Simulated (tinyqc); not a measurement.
Worked calculation: LCCD on RHF in the sto-6g basis, frozen core, for H2O, spin multiplicity 1. Computed by tinyqc, a small Python program that keeps every step (integrals from PySCF). Settings: charge = 0, multiplicity = 1, basis = sto-6g, method = RHF, frozen orbitals = 1, energy threshold = 1e-10, iteration cap = 59, orthogonalisation = symmetric, start = Wolfsberg-Helmholz matrix, DIIS depth = 6, amplitude equations = LCCD, DIIS depth for amplitudes = 0, cap on updates = 57. Command: `OMP_NUM_THREADS=1 python tinyqc.py 30620 30621 out.jsonl` (the two numbers bound the seeds that draw the settings). One thread of a shared host (Intel(R) Xeon(R) Processor @ 2.60GHz), about 0.2 s of CPU time with the checks. The early iterations of the SCF are left out here.

## One-electron integrals

Geometry (angstrom):
```
atom,x,y,z
O,0.000000,0.000000,0.000000
H,0.000000,0.870000,0.635000
H,0.000000,-0.870000,0.635000
```

Basis sto-6g: exponents (1/bohr^2) and contraction coefficients of normalised primitives:
```
element,l (shell),exponent,coefficient
O,s (1),1355.584234,0.009164
O,s (1),248.544885,0.049361
O,s (1),69.533902,0.168538
O,s (1),23.886772,0.370563
O,s (1),9.275933,0.416492
O,s (1),3.820341,0.130334
O,s (2),52.187762,-0.013253
O,s (2),10.329320,-0.046992
O,s (2),3.210345,-0.033785
O,s (2),1.235135,0.250242
O,s (2),0.536420,0.595117
O,s (2),0.245881,0.240706
O,p (3),52.187762,0.003760
O,p (3),10.329320,0.037679
O,p (3),3.210345,0.173897
O,p (3),1.235135,0.418036
O,p (3),0.536420,0.425860
O,p (3),0.245881,0.101708
H,s (1),35.523221,0.009164
H,s (1),6.513144,0.049361
H,s (1),1.822143,0.168538
H,s (1),0.625955,0.370563
H,s (1),0.243077,0.416492
H,s (1),0.100112,0.130334
```

Overlap, kinetic and nuclear-attraction integrals over the contracted functions; the nuclear repulsion is the sum of Za Zb / Rab.

nuclear repulsion = 8.16496060 hartree

overlap S, lower triangle:
```
,1O 1s,1O 2s,1O 2px,1O 2py,1O 2pz,2H 1s,3H 1s
1O 1s,1.000000
1O 2s,0.231145,1.000000
1O 2px,0.000000,0.000000,1.000000
1O 2py,0.000000,0.000000,0.000000,1.000000
1O 2pz,0.000000,0.000000,0.000000,0.000000,1.000000
2H 1s,0.042074,0.401834,0.000000,0.281736,0.205635,1.000000
3H 1s,0.042074,0.401834,0.000000,-0.281736,0.205635,0.180028,1.000000
```

kinetic energy T (hartree), lower triangle:
```
,1O 1s,1O 2s,1O 2px,1O 2py,1O 2pz,2H 1s,3H 1s
1O 1s,29.327197
1O 2s,-0.896024,0.842618
1O 2px,0.000000,0.000000,2.531309
1O 2py,0.000000,0.000000,0.000000,2.531309
1O 2pz,0.000000,0.000000,0.000000,0.000000,2.531309
2H 1s,-0.005513,0.077523,0.000000,0.160956,0.117480,0.768522
3H 1s,-0.005513,0.077523,0.000000,-0.160956,0.117480,-0.006006,0.768522
```

nuclear attraction V (hartree), lower triangle:
```
,1O 1s,1O 2s,1O 2px,1O 2py,1O 2pz,2H 1s,3H 1s
1O 1s,-62.240920
1O 2s,-6.378405,-9.976656
1O 2px,0.000000,0.000000,-9.912790
1O 2py,0.000000,0.000000,0.000000,-10.036996
1O 2pz,-0.015294,-0.175980,0.000000,0.000000,-9.978959
2H 1s,-1.327609,-3.105526,0.000000,-1.931396,-1.457294,-5.384710
3H 1s,-1.327609,-3.105526,0.000000,1.931396,-1.457294,-1.077231,-5.384710
```

core Hamiltonian H = T + V (hartree), lower triangle:
```
,1O 1s,1O 2s,1O 2px,1O 2py,1O 2pz,2H 1s,3H 1s
1O 1s,-32.913722
1O 2s,-7.274430,-9.134037
1O 2px,0.000000,0.000000,-7.381481
1O 2py,0.000000,0.000000,0.000000,-7.505687
1O 2pz,-0.015294,-0.175980,0.000000,0.000000,-7.447650
2H 1s,-1.333122,-3.028003,0.000000,-1.770439,-1.339815,-4.616188
3H 1s,-1.333122,-3.028003,0.000000,1.770439,-1.339815,-1.083237,-4.616188
```

## Two-electron integrals

Functions are numbered as in S; the eight-fold symmetry (ij|kl) = (ji|kl) = (kl|ij) leaves the list below.

Two-electron integrals (ij|kl) in chemists' order, unique and non-zero (hartree):
```
i,j,k,l,(ij|kl)
1,1,1,1,4.787491
2,1,1,1,0.675884
2,1,2,1,0.121505
2,2,1,1,1.117379
2,2,2,1,0.249212
2,2,2,2,0.817383
3,1,3,1,0.025762
3,2,3,1,0.039145
3,2,3,2,0.180664
3,3,1,1,1.117381
3,3,2,1,0.249212
3,3,2,2,0.817382
3,3,3,3,0.880663
4,1,4,1,0.025762
4,2,4,1,0.039145
4,2,4,2,0.180664
4,3,4,3,0.047461
4,4,1,1,1.117381
4,4,2,1,0.249212
4,4,2,2,0.817382
4,4,3,3,0.785741
4,4,4,4,0.880663
5,1,5,1,0.025762
5,2,5,1,0.039145
5,2,5,2,0.180664
5,3,5,3,0.047461
5,4,5,4,0.047461
5,5,1,1,1.117381
5,5,2,1,0.249212
5,5,2,2,0.817382
5,5,3,3,0.785741
5,5,4,4,0.785741
5,5,5,5,0.880663
6,1,1,1,0.131061
6,1,2,1,0.022589
6,1,2,2,0.045338
6,1,3,3,0.045241
6,1,4,1,0.000894
6,1,4,2,0.001749
6,1,4,4,0.045431
6,1,5,1,0.000653
6,1,5,2,0.001277
6,1,5,4,0.000138
6,1,5,5,0.045343
6,1,6,1,0.004280
6,2,1,1,0.327082
6,2,2,1,0.074012
6,2,2,2,0.269846
6,2,3,3,0.265306
6,2,4,1,0.004797
6,2,4,2,0.035823
6,2,4,4,0.274191
6,2,5,1,0.003501
6,2,5,2,0.026146
6,2,5,4,0.006485
6,2,5,5,0.270039
6,2,6,1,0.013843
6,2,6,2,0.112163
6,3,3,1,0.008110
6,3,3,2,0.046028
6,3,4,3,0.007342
6,3,5,3,0.005359
6,3,6,3,0.015613
6,4,1,1,0.194052
6,4,2,1,0.044523
6,4,2,2,0.173115
6,4,3,3,0.165388
6,4,4,1,0.010616
6,4,4,2,0.067567
6,4,4,4,0.185616
6,4,5,1,0.001829
6,4,5,2,0.015721
6,4,5,4,0.009405
6,4,5,5,0.168341
6,4,6,1,0.008696
6,4,6,2,0.087474
6,4,6,4,0.083047
6,5,1,1,0.141636
6,5,2,1,0.032496
6,5,2,2,0.126354
6,5,3,3,0.120714
6,5,4,1,0.001829
6,5,4,2,0.015721
6,5,4,4,0.124760
6,5,5,1,0.009445
6,5,5,2,0.057503
6,5,5,4,0.010295
6,5,5,5,0.133588
6,5,6,1,0.006347
6,5,6,2,0.063846
6,5,6,4,0.049219
6,5,6,5,0.051537
6,6,1,1,0.479756
6,6,2,1,0.110580
6,6,2,2,0.461972
6,6,3,3,0.443804
6,6,4,1,0.009045
6,6,4,2,0.093104
6,6,4,4,0.479363
6,6,5,1,0.006602
6,6,5,2,0.067956
6,6,5,4,0.025954
6,6,5,5,0.462748
6,6,6,1,0.020879
6,6,6,2,0.246672
6,6,6,4,0.219432
6,6,6,5,0.160160
6,6,6,6,0.774999
7,1,1,1,0.131061
7,1,2,1,0.022589
7,1,2,2,0.045338
7,1,3,3,0.045241
7,1,4,1,-0.000894
7,1,4,2,-0.001749
7,1,4,4,0.045431
7,1,5,1,0.000653
7,1,5,2,0.001277
7,1,5,4,-0.000138
7,1,5,5,0.045343
7,1,6,1,0.004213
7,1,6,2,0.013355
7,1,6,4,0.007665
7,1,6,5,0.006126
7,1,6,6,0.019898
7,1,7,1,0.004280
7,2,1,1,0.327082
7,2,2,1,0.074012
7,2,2,2,0.269846
7,2,3,3,0.265306
7,2,4,1,-0.004797
7,2,4,2,-0.035823
7,2,4,4,0.274191
7,2,5,1,0.003501
7,2,5,2,0.026146
7,2,5,4,-0.006485
7,2,5,5,0.270039
7,2,6,1,0.013355
7,2,6,2,0.089108
7,2,6,4,0.048271
7,2,6,5,0.049269
7,2,6,6,0.158089
7,2,7,1,0.013843
7,2,7,2,0.112163
7,3,3,1,0.008110
7,3,3,2,0.046028
7,3,4,3,-0.007342
7,3,5,3,0.005359
7,3,6,3,0.011952
7,3,7,3,0.015613
7,4,1,1,-0.194052
7,4,2,1,-0.044523
7,4,2,2,-0.173115
7,4,3,3,-0.165388
7,4,4,1,0.010616
7,4,4,2,0.067567
7,4,4,4,-0.185616
7,4,5,1,-0.001829
7,4,5,2,-0.015721
7,4,5,4,0.009405
7,4,5,5,-0.168341
7,4,6,1,-0.007665
7,4,6,2,-0.048271
7,4,6,4,-0.014804
7,4,6,5,-0.026137
7,4,6,6,-0.077535
7,4,7,1,-0.008696
7,4,7,2,-0.087474
7,4,7,4,0.083047
7,5,1,1,0.141636
7,5,2,1,0.032496
7,5,2,2,0.126354
7,5,3,3,0.120714
7,5,4,1,-0.001829
7,5,4,2,-0.015721
7,5,4,4,0.124760
7,5,5,1,0.009445
7,5,5,2,0.057503
7,5,5,4,-0.010295
7,5,5,5,0.133588
7,5,6,1,0.006126
7,5,6,2,0.049269
7,5,6,4,0.026137
7,5,6,5,0.038736
7,5,6,6,0.095256
7,5,7,1,0.006347
7,5,7,2,0.063846
7,5,7,4,-0.049219
7,5,7,5,0.051537
7,6,1,1,0.107549
7,6,2,1,0.024577
7,6,2,2,0.096914
7,6,3,3,0.094763
7,6,4,4,0.096713
7,6,5,1,0.001845
7,6,5,2,0.016252
7,6,5,5,0.099266
7,6,6,1,0.004542
7,6,6,2,0.039661
7,6,6,4,0.026836
7,6,6,5,0.025401
7,6,6,6,0.089957
7,6,7,1,0.004542
7,6,7,2,0.039661
7,6,7,4,-0.026836
7,6,7,5,0.025401
7,6,7,6,0.017406
7,7,1,1,0.479756
7,7,2,1,0.110580
7,7,2,2,0.461972
7,7,3,3,0.443804
7,7,4,1,-0.009045
7,7,4,2,-0.093104
7,7,4,4,0.479363
7,7,5,1,0.006602
7,7,5,2,0.067956
7,7,5,4,-0.025954
7,7,5,5,0.462748
7,7,6,1,0.019898
7,7,6,2,0.158089
7,7,6,4,0.077535
7,7,6,5,0.095256
7,7,6,6,0.301470
7,7,7,1,0.020879
7,7,7,2,0.246672
7,7,7,4,-0.219432
7,7,7,5,0.160160
7,7,7,6,0.089957
7,7,7,7,0.774999
```

## Orthogonalisation

S = U s U^T; symmetric (Loewdin) form X = U s^(-1/2) U^T, so that X^T S X = 1.

eigenvalues of S: 0.420106  0.501510  0.890646  1.000000  1.091627  1.318462  1.777650

X, lower triangle:
```
,1O 1s,1O 2s,1O 2px,1O 2py,1O 2pz,2H 1s,3H 1s
1O 1s,1.022440
1O 2s,-0.133708,1.170406
1O 2px,0.000000,0.000000,1.000000
1O 2py,0.000000,0.000000,0.000000,1.081860
1O 2pz,-0.007043,0.074983,0.000000,0.000000,1.037598
2H 1s,0.017946,-0.235055,0.000000,-0.186635,-0.118262,1.140133
3H 1s,0.017946,-0.235055,0.000000,0.186635,-0.118262,-0.060985,1.140133
```

## Iteration 8 (converged): orbitals

converged F (hartree), lower triangle:
```
,1O 1s,1O 2s,1O 2px,1O 2py,1O 2pz,2H 1s,3H 1s
1O 1s,-20.512670
1O 2s,-4.963207,-2.308775
1O 2px,0.000000,0.000000,-0.390367
1O 2py,0.000000,0.000000,0.000000,-0.252952
1O 2pz,-0.025496,-0.079116,0.000000,0.000000,-0.290910
2H 1s,-0.910982,-0.825798,0.000000,-0.370357,-0.319690,-0.439554
3H 1s,-0.910982,-0.825798,0.000000,0.370357,-0.319690,-0.258930,-0.439554
```

Diagonalise F' = X^T F X, C = X C', fill 5 alpha and 5 beta electrons from the bottom; D = 2 C_occ C_occ^T. Each column has its largest component positive (the first on a tie).

F' = X^T F X (hartree), lower triangle:
```
,1,2,3,4,5,6,7
1,-20.186892
2,-2.503257,-1.251429
3,0.000000,0.000000,-0.390367
4,0.000000,0.000000,0.000000,-0.009524
5,-0.045507,0.101794,0.000000,0.000000,-0.170259
6,-0.132110,-0.422962,0.000000,-0.415494,-0.296118,-0.015168
7,-0.132110,-0.422962,0.000000,0.415494,-0.296118,-0.069055,-0.015168
```

orbital energies (hartree): MO1 -20.515672, MO2 -1.221523, MO3 -0.566270, MO4 -0.436323, MO5 -0.390367, MO6 0.480714, MO7 0.610633

coefficients C:
```
,MO1,MO2,MO3,MO4,MO5,MO6,MO7
1O 1s,0.996814,-0.226693,0.000000,0.086640,0.000000,0.106875,0.000000
1O 2s,0.014533,0.881160,0.000000,-0.478833,0.000000,-0.705634,0.000000
1O 2px,0.000000,0.000000,0.000000,0.000000,1.000000,0.000000,0.000000
1O 2py,0.000000,0.000000,0.603792,0.000000,0.000000,0.000000,0.935693
1O 2pz,0.002457,0.089792,0.000000,0.763452,0.000000,-0.720642,0.000000
2H 1s,-0.002966,0.143258,0.448677,0.318937,0.000000,0.727726,-0.744892
3H 1s,-0.002966,0.143258,-0.448677,0.318937,0.000000,0.727726,0.744892
```

D after iteration 8, lower triangle:
```
,1O 1s,1O 2s,1O 2px,1O 2py,1O 2pz,2H 1s,3H 1s
1O 1s,2.105067
1O 2s,-0.453502,2.011869
1O 2px,0.000000,0.000000,2.000000
1O 2py,0.000000,0.000000,0.000000,0.729129
1O 2pz,0.096479,-0.572819,0.000000,0.000000,1.181856
2H 1s,-0.015599,-0.053055,0.000000,0.541815,0.512699,0.647127
3H 1s,-0.015599,-0.053055,0.000000,-0.541815,0.512699,-0.158117,0.647127
```

## Convergence

Stop when the energy changes by less than 1e-10 hartree and every element of the error matrix X^T (F D S - S D F) X is below 3e-06.

Course of the cycle:
```
iteration,E (hartree),change,largest element of the error matrix
1,-75.26215944,-,4.60e-01
2,-75.64117889,-3.79e-01,1.20e-01
3,-75.66007605,-1.89e-02,3.51e-02
4,-75.66205000,-1.97e-03,6.57e-03
5,-75.66216292,-1.13e-04,2.15e-03
6,-75.66217774,-1.48e-05,3.40e-05
7,-75.66217774,-1.24e-09,2.73e-07
8,-75.66217774,-9.95e-14,5.21e-10
```

PySCF RHF in the same basis = -75.66217774 hartree

Converged in 8 iterations.

## Integrals over molecular orbitals

(pq|rs) = sum C_ip C_jq C_kr C_ls (ij|kl), one index at a time.

one-electron integrals over orbitals h = C^T H C (hartree), lower triangle:
```
,1,2,3,4,5,6,7
1,-32.900918
2,0.576686,-7.623213
3,0.000000,0.000000,-6.077249
4,-0.212255,0.519057,0.000000,-6.714123
5,0.000000,0.000000,0.000000,0.000000,-7.381481
6,-0.276923,1.271255,0.000000,1.252988,0.000000,-5.292365
7,0.000000,0.000000,-1.772903,0.000000,0.000000,0.000000,-5.556089
```

Two-electron integrals over orbitals (pq|rs), unique and non-zero (hartree); the lowest 1 orbital is frozen and left out:
```
p,q,r,s,(pq|rs)
2,2,2,2,0.725726
3,2,3,2,0.133160
3,3,2,2,0.620120
3,3,3,3,0.600541
4,2,2,2,-0.019832
4,2,3,3,0.004171
4,2,4,2,0.130165
4,3,3,2,0.027114
4,3,4,3,0.053385
4,4,2,2,0.669918
4,4,3,3,0.573531
4,4,4,2,-0.098198
4,4,4,4,0.725770
5,2,5,2,0.149938
5,3,5,3,0.026733
5,4,5,2,-0.043659
5,4,5,4,0.049638
5,5,2,2,0.755247
5,5,3,3,0.606203
5,5,4,2,-0.077044
5,5,4,4,0.703169
5,5,5,5,0.880663
6,2,2,2,-0.135206
6,2,3,3,-0.067165
6,2,4,2,-0.029802
6,2,4,4,-0.071894
6,2,5,5,-0.146593
6,2,6,2,0.096212
6,3,3,2,0.040389
6,3,4,3,0.037029
6,3,6,3,0.077178
6,4,2,2,-0.120198
6,4,3,3,-0.046309
6,4,4,2,0.041571
6,4,4,4,-0.129876
6,4,5,5,-0.140638
6,4,6,2,0.062167
6,4,6,4,0.088739
6,5,5,2,-0.053441
6,5,5,4,-0.004160
6,5,6,5,0.034928
6,6,2,2,0.594203
6,6,3,3,0.552161
6,6,4,2,0.051224
6,6,4,4,0.543471
6,6,5,5,0.576559
6,6,6,2,-0.091848
6,6,6,4,-0.049368
6,6,6,6,0.582856
7,2,3,2,0.052880
7,2,4,3,-0.030010
7,2,6,3,-0.030635
7,2,7,2,0.067284
7,3,2,2,0.161920
7,3,3,3,0.089426
7,3,4,2,-0.075558
7,3,4,4,0.149429
7,3,5,5,0.200703
7,3,6,2,-0.071394
7,3,6,4,-0.094676
7,3,6,6,0.042174
7,3,7,3,0.157315
7,4,3,2,-0.072338
7,4,4,3,-0.009740
7,4,6,3,-0.053362
7,4,7,2,-0.017407
7,4,7,4,0.069155
7,5,5,3,0.023927
7,5,7,5,0.025146
7,6,3,2,-0.090173
7,6,4,3,-0.059839
7,6,6,3,-0.069605
7,6,7,2,0.003796
7,6,7,4,0.060105
7,6,7,6,0.116296
7,7,2,2,0.613377
7,7,3,3,0.588032
7,7,4,2,-0.018849
7,7,4,4,0.587475
7,7,5,5,0.614179
7,7,6,2,-0.064392
7,7,6,4,-0.049115
7,7,6,6,0.552784
7,7,7,3,0.097563
7,7,7,7,0.602734
```

## LCCD: starting amplitudes

t_ij^ab = <ij||ab> / (e_i + e_j - e_a - e_b), whose energy is MP2.

Starting amplitudes (spin orbitals 1a, 1b, ...; amplitudes related by a flip of all spins are not repeated):
```
from,to,t
3a 3b,7a 7b,-0.066834
4a 4b,6a 6b,-0.048384
3a 4b,6b 7a,-0.045214
3a 3b,6a 6b,-0.036857
4a 4b,7a 7b,-0.033027
2a 2b,6a 6b,-0.028261
3a 4b,6a 7b,0.025484
2a 3b,6a 7b,0.024797
2a 4b,6a 6b,-0.023734
5a 5b,6a 6b,-0.020049
3a 4a,6a 7a,-0.019730
2a 2b,7a 7b,-0.018362
2a 3a,6a 7a,0.014157
5a 5b,7a 7b,-0.012560
2a 3b,6b 7a,-0.010640
2a 4b,7a 7b,0.006046
```

correlation energy = -0.04632632 hartree

## LCCD: amplitude update 1

t_ij^ab D_ij^ab are set to the remaining terms of the spin-orbital equations, evaluated with the old amplitudes; for the doubles these are <ij||ab> + 1/2 <ab||ef> t_ij^ef + 1/2 <mn||ij> t_mn^ab + P(ij)P(ab) <mb||ej> t_im^ae, D the orbital-energy denominators (linear CCD).

Amplitudes after update 1 (spin orbitals 1a, 1b, ...; amplitudes related by a flip of all spins are not repeated):
```
from,to,t
3a 3b,7a 7b,-0.085632
4a 4b,6a 6b,-0.062305
3a 4b,6b 7a,-0.059310
3a 3b,6a 6b,-0.051475
4a 4b,7a 7b,-0.044423
3a 4b,6a 7b,0.039503
2a 4b,6a 6b,-0.033638
2a 2b,6a 6b,-0.031811
2a 3b,6a 7b,0.031301
5a 5b,6a 6b,-0.024917
2a 2b,7a 7b,-0.020117
3a 4a,6a 7a,-0.019807
2a 3b,6b 7a,-0.017469
5a 5b,7a 7b,-0.013836
2a 3a,6a 7a,0.013832
2a 4b,7a 7b,0.005409
```

correlation energy = -0.05979829 hartree

## LCCD: amplitude update 2

As before.

Amplitudes after update 2 (spin orbitals 1a, 1b, ...; amplitudes related by a flip of all spins are not repeated):
```
from,to,t
3a 3b,7a 7b,-0.092120
4a 4b,6a 6b,-0.067860
3a 4b,6b 7a,-0.064347
3a 3b,6a 6b,-0.057447
4a 4b,7a 7b,-0.048781
3a 4b,6a 7b,0.046578
2a 4b,6a 6b,-0.037695
2a 3b,6a 7b,0.033072
2a 2b,6a 6b,-0.032142
5a 5b,6a 6b,-0.026562
2a 3b,6b 7a,-0.020668
2a 2b,7a 7b,-0.019875
3a 4a,6a 7a,-0.017768
5a 5b,7a 7b,-0.013505
2a 3a,6a 7a,0.012404
2a 4b,7a 7b,0.004591
```

correlation energy = -0.06448756 hartree

## LCCD: convergence

E_corr = 1/4 sum <ij||ab> t_ij^ab; stop when the norm of the change is below 1e-8.

Course of the amplitude iterations:
```
update,correlation energy (hartree),norm of the change
0,-0.04632632,-
1,-0.05979829,9.16e-02
2,-0.06448756,3.77e-02
3,-0.06633908,1.70e-02
4,-0.06712681,7.91e-03
5,-0.06747618,3.79e-03
6,-0.06763497,1.87e-03
7,-0.06770835,9.51e-04
8,-0.06774273,4.99e-04
9,-0.06775904,2.69e-04
10,-0.06776689,1.48e-04
11,-0.06777072,8.29e-05
12,-0.06777262,4.69e-05
13,-0.06777358,2.68e-05
14,-0.06777406,1.53e-05
15,-0.06777432,8.82e-06
16,-0.06777445,5.08e-06
17,-0.06777452,2.93e-06
18,-0.06777456,1.69e-06
19,-0.06777458,9.77e-07
20,-0.06777459,5.64e-07
21,-0.06777460,3.26e-07
22,-0.06777460,1.88e-07
23,-0.06777460,1.09e-07
24,-0.06777461,6.30e-08
25,-0.06777461,3.64e-08
26,-0.06777461,2.10e-08
27,-0.06777461,1.22e-08
28,-0.06777461,7.03e-09
```

Converged amplitudes (spin orbitals 1a, 1b, ...; amplitudes related by a flip of all spins are not repeated):
```
from,to,t
3a 3b,7a 7b,-0.097187
4a 4b,6a 6b,-0.073542
3a 4b,6b 7a,-0.067644
3a 3b,6a 6b,-0.060955
3a 4b,6a 7b,0.053274
4a 4b,7a 7b,-0.051199
2a 4b,6a 6b,-0.041083
2a 3b,6a 7b,0.033850
2a 2b,6a 6b,-0.032028
5a 5b,6a 6b,-0.027828
2a 3b,6b 7a,-0.023224
2a 2b,7a 7b,-0.019297
3a 4a,6a 7a,-0.014369
5a 5b,7a 7b,-0.012546
2a 3a,6a 7a,0.010626
2a 4b,7a 7b,0.003886
```

LCCD total energy = -75.72995234 hartree

Converged in 28 updates.
